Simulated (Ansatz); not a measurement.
**Interaction energy ladder**

The pair of H2O2 (SMILES OO, atoms 1–4) and H2O2 (SMILES OO, atoms 5–8), both closed shells, in one local arrangement (a lower one may exist), relaxed at PBE0-D4/def2-TZVP:

| atom | x (Å) | y (Å) | z (Å) |
| --- | --- | --- | --- |
| O1 | 0.6674 | -0.4691 | -1.8352 |
| O2 | -0.4610 | -0.2989 | -0.9831 |
| H3 | 0.2591 | -0.3767 | -2.7046 |
| H4 | -0.2560 | 0.5393 | -0.5348 |
| O5 | 0.0565 | 0.8961 | 1.4406 |
| O6 | 0.3280 | -0.4756 | 1.7258 |
| H7 | -0.6953 | 1.0654 | 2.0212 |
| H8 | 0.1015 | -0.8805 | 0.8699 |

Ansatz 0.2.0; basis: def2-TZVPPD, with def2-QZVPPD for the basis limit; cores frozen in the correlated methods. B3LYP uses VWN-RPA correlation. Extrapolation: Hartree–Fock as exp(−7.88 √X), correlation as X^−2.97. Interaction energies count from these two fragments, frozen as in the pair, with the counterpoise correction; negative means bound.

Problem. What is the interaction energy by CCSD(T) at an estimated basis limit (MP2 extrapolated from triple and quadruple zeta, plus CCSD(T) − MP2 in triple zeta)? (To be estimated.)

Solution. The calculation gives: -6.50 kcal/mol. Hartree–Fock alone gives -3.53 kcal/mol at the basis limit. It counts from the two fragments frozen as in the pair.

The same quantity by other methods in triple zeta, and each one's difference from that estimate:
```
   method  E_int (kcal/mol)  difference
   PBE-D4             -6.72       -0.22
revPBE-D4             -5.50        1.00
  BLYP-D4             -6.03        0.47
r2SCAN-D4             -7.08       -0.58
   B97M-V             -6.65       -0.15
  PBE0-D4             -6.60       -0.10
 B3LYP-D4             -6.36        0.14
 HSE06-D4             -6.55       -0.05
  wB97X-V             -6.39        0.12
  wB97M-V             -6.52       -0.02
   B2PLYP             -5.67        0.83
       HF             -3.52        2.98
      MP2             -5.87        0.63
     CCSD             -5.33        1.17
  CCSD(T)             -5.82        0.68
```
Differences are method less estimate.

Basis-set superposition shift (counterpoise-corrected less uncorrected): CCSD(T) 0.78; MP2 0.75; HF 0.06; PBE0-D4 0.08; wB97M-V 0.08 kcal/mol.

No T1 diagnostic of these runs exceeds 0.013.

For scale, one of the runs: CCSD(T)/def2-TZVPPD, 228 basis functions, launched by `ansatz run in.yaml --threads 4 --pin off --events-out ev --progress --plain --max-ram 9574MiB`. Time: 86 s of wall clock on 4 CPU threads of an Arm Neoverse V2; the host was shared. Peak host memory: 4.2 GiB.
